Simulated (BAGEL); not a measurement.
**HF/6-31G(d) (density fitting with qzvpp-jkfit, spherical functions) run of C3H3FO (SMILES F/C=C1\CO1)**

Aim: the energy change on altering one bond length of C3H3FO at HF/6-31G* (density fitting with qzvpp-jkfit, spherical functions), from 2 runs. 

The calculation is run with BAGEL 1.2.2.

3 further runs of the same task are left out: 2 that didn't finish, 1 set aside as unsound or not needed.

### Step 1. The system as given

The species is C3H3FO (8 atoms), meant as a singlet with charge 0. As SMILES, `F/C=C1\CO1`. The coordinates come from a GFN2-xTB relaxation.

Bond lengths: F1–C2 1.349 Å, C2–C3 1.307 Å, C3–C4 1.438 Å, C3–O5 1.343 Å, C4–O5 1.431 Å, C2–H6 1.077 Å, C4–H7 1.083 Å, C4–H8 1.083 Å. Some angles: F1–C2–C3 120.5°, C2–C3–C4 156.6°, C2–C3–O5 141.5°, C4–C3–O5 61.9°, C3–C4–O5 55.8°, C3–O5–C4 62.3°, F1–C2–H6 113.5°, C3–C2–H6 126.0°, C3–C4–H7 119.7°, C3–C4–H8 119.7°.

### Step 2. A single-point energy at HF/6-31G(d) (density fitting with qzvpp-jkfit, spherical functions)

The input, calc.json:

```json
{ "bagel" : [

{
  "title" : "molecule",
  "basis" : "6-31gs.json",
  "df_basis" : "qzvpp-jkfit",
  "angstrom" : true,
  "geometry" : [
    { "atom" : "F", "xyz" : [      -0.528810,       0.703620,       2.084190 ] },
    { "atom" : "C", "xyz" : [      -0.204900,       1.107630,       0.838230 ] },
    { "atom" : "C", "xyz" : [       0.028820,       0.231420,      -0.103600 ] },
    { "atom" : "C", "xyz" : [       0.165950,      -1.076450,      -0.685450 ] },
    { "atom" : "O", "xyz" : [       0.361730,       0.147350,      -1.401700 ] },
    { "atom" : "H", "xyz" : [      -0.167420,       2.178800,       0.730700 ] },
    { "atom" : "H", "xyz" : [       1.063180,      -1.654640,      -0.502120 ] },
    { "atom" : "H", "xyz" : [      -0.718550,      -1.637730,      -0.960260 ] }
  ]
},

{ "title" : "hf" },

{ "title" : "print", "file" : "orbitals.molden", "orbitals" : true }

]}
```

The basis set 6-31G* is read from a file made from the Basis Set Exchange's data (not shown).

Started as:

```bash
$ BAGEL_NUM_THREADS=1 BAGEL calc.json > calc.out
```

The log of the run:

```text
* using 1 threads per process

  ===============================================================
  ===============================================================

  *** Geometry ***

  { "atom" : "F", "xyz" : [     -0.999306,      1.329649,      3.938548 ] },
  { "atom" : "C", "xyz" : [     -0.387205,      2.093117,      1.584025 ] },
  { "atom" : "C", "xyz" : [      0.054462,      0.437320,     -0.195776 ] },
  { "atom" : "C", "xyz" : [      0.313600,     -2.034196,     -1.295313 ] },
  { "atom" : "O", "xyz" : [      0.683571,      0.278451,     -2.648829 ] },
  { "atom" : "H", "xyz" : [     -0.316378,      4.117335,      1.380823 ] },
  { "atom" : "H", "xyz" : [      2.009119,     -3.126816,     -0.948869 ] },
  { "atom" : "H", "xyz" : [     -1.357863,     -3.094861,     -1.814628 ] },

  Number of auxiliary basis functions:      433

  Since a DF basis is specified, we compute 2- and 3-index integrals:
    o Being stored without compression. Storage requirement is 0.020 GB

  Number of basis functions:       76
  Number of electrons      :       38

    * METHOD: MOLECULE                             0.30

  *** RHF ***

  === Nuclear Repulsion ===
   160.9916967920

      * DIIS with orbital gradients will be used.

  === RHF iteration (6-31gs.json) ===
      0       -289.37552157          0.01922394           0.07
      1       -289.48338910          0.01229525           0.06
      2       -289.53578498          0.00202125           0.06
      3       -289.53760438          0.00050498           0.06
      4       -289.53772137          0.00014190           0.06
      5       -289.53773400          0.00004858           0.06
      6       -289.53773586          0.00002093           0.06
      7       -289.53773627          0.00000519           0.06
      8       -289.53773628          0.00000279           0.06
      9       -289.53773629          0.00000087           0.06
     10       -289.53773629          0.00000035           0.06
     11       -289.53773629          0.00000014           0.06
     12       -289.53773629          0.00000006           0.06
     13       -289.53773629          0.00000002           0.06
     14       -289.53773629          0.00000001           0.06
    * SCF iteration converged.

    * Permanent dipole moment:
           (   -0.029161,     0.436792,     0.130462) a.u.

    * METHOD: HF                                   1.14

    * METHOD: PRINT                                0.02

  ===============================================================
```

It took 1.6 s on 1 thread of Arm Neoverse N1, shared host; peak memory 0.096 GiB.

### Step 3. The distorted shape

The input, input.json:

```json
{ "bagel" : [

{
  "title" : "molecule",
  "basis" : "6-31gs.json",
  "df_basis" : "qzvpp-jkfit",
  "angstrom" : true,
  "geometry" : [
    { "atom" : "F", "xyz" : [   -0.917498,    0.218813,    3.579326 ] },
    { "atom" : "C", "xyz" : [   -0.204900,    1.107630,    0.838230 ] },
    { "atom" : "C", "xyz" : [    0.028820,    0.231420,   -0.103600 ] },
    { "atom" : "C", "xyz" : [    0.165950,   -1.076450,   -0.685450 ] },
    { "atom" : "O", "xyz" : [    0.361730,    0.147350,   -1.401700 ] },
    { "atom" : "H", "xyz" : [   -0.167420,    2.178800,    0.730700 ] },
    { "atom" : "H", "xyz" : [    1.063180,   -1.654640,   -0.502120 ] },
    { "atom" : "H", "xyz" : [   -0.718550,   -1.637730,   -0.960260 ] }
  ]
},
{ "title" : "hf" },
{ "title" : "print", "file" : "orbitals.molden", "orbitals" : true }

]}
```

The basis set 6-31G* is read from a file made from the Basis Set Exchange's data (not shown).

Started as:

```bash
$ BAGEL_NUM_THREADS=1 BAGEL input.json > input.out
```

The log of the run:

```text
* using 1 threads per process

  ===============================================================
  ===============================================================

  *** Geometry ***

  { "atom" : "F", "xyz" : [     -1.733820,      0.413497,      6.763946 ] },
  { "atom" : "C", "xyz" : [     -0.387205,      2.093117,      1.584025 ] },
  { "atom" : "C", "xyz" : [      0.054462,      0.437320,     -0.195776 ] },
  { "atom" : "C", "xyz" : [      0.313600,     -2.034196,     -1.295313 ] },
  { "atom" : "O", "xyz" : [      0.683571,      0.278451,     -2.648829 ] },
  { "atom" : "H", "xyz" : [     -0.316378,      4.117335,      1.380823 ] },
  { "atom" : "H", "xyz" : [      2.009119,     -3.126816,     -0.948869 ] },
  { "atom" : "H", "xyz" : [     -1.357863,     -3.094861,     -1.814628 ] },

  Number of auxiliary basis functions:      433

  Since a DF basis is specified, we compute 2- and 3-index integrals:
    o Being stored without compression. Storage requirement is 0.020 GB

  Number of basis functions:       76
  Number of electrons      :       38

    * METHOD: MOLECULE                             0.29

  *** RHF ***

  === Nuclear Repulsion ===
   137.7143715369

      * DIIS with orbital gradients will be used.

  === RHF iteration (6-31gs.json) ===
      0       -288.92511339          0.02263536           0.07
      1       -288.21382744          0.03540733           0.06
      2       -289.17811555          0.01013798           0.06
      3       -289.23947077          0.00417195           0.06
      4       -289.25020614          0.00136360           0.06
      5       -289.25192796          0.00041682           0.06
      6       -289.25204366          0.00031300           0.07
      7       -289.25209833          0.00009122           0.06
      8       -289.25211035          0.00002502           0.06
      9       -289.25211076          0.00000940           0.06
     10       -289.25211087          0.00000559           0.06
     11       -289.25211091          0.00000340           0.06
     12       -289.25211094          0.00000209           0.06
     13       -289.25211096          0.00000174           0.06
     14       -289.25211097          0.00000123           0.06
     15       -289.25211098          0.00000059           0.06
     16       -289.25211098          0.00000032           0.06
     17       -289.25211098          0.00000014           0.06
     18       -289.25211098          0.00000007           0.06
     19       -289.25211098          0.00000003           0.06
     20       -289.25211098          0.00000002           0.06
     21       -289.25211098          0.00000001           0.06
    * SCF iteration converged.

    * Permanent dipole moment:
           (   -0.807967,     0.226530,     3.154652) a.u.

    * METHOD: HF                                   1.59

    * METHOD: PRINT                                0.03

  ===============================================================
```

Wall time 2.1 s (1 thread of Arm Neoverse N1, shared host); peak memory 0.096 GiB.

### Step 4. Results

At HF/6-31G* (density fitting with qzvpp-jkfit, spherical functions):

```
                                                         quantity          value
                                        first shape: total energy  -289.53774 Eh
                                       first shape: dipole moment         1.16 D
                                         first shape: HOMO energy       -9.82 eV
                                         first shape: LUMO energy        5.47 eV
                                       first shape: HOMO–LUMO gap       15.30 eV
                                    distorted shape: total energy  -289.25211 Eh
                                   distorted shape: dipole moment         8.30 D
                                     distorted shape: HOMO energy       -9.53 eV
                                     distorted shape: LUMO energy       -2.29 eV
                                   distorted shape: HOMO–LUMO gap        7.24 eV
energy change with the F1–C2 bond stretched from 1.349 to 2.968 Å       7.772 eV
```

**Reading.** One bond (distorted shape) is far stretched, which a spin-restricted single reference describes badly; a broken-symmetry solution may lie lower. With the F1–C2 bond stretched from 1.349 to 2.968 Å the energy rises by 7.77 eV (179 kcal/mol). The first shape isn't relaxed at this level, so the change isn't measured from a minimum. A restricted reference can't describe the breaking bond well at this length.
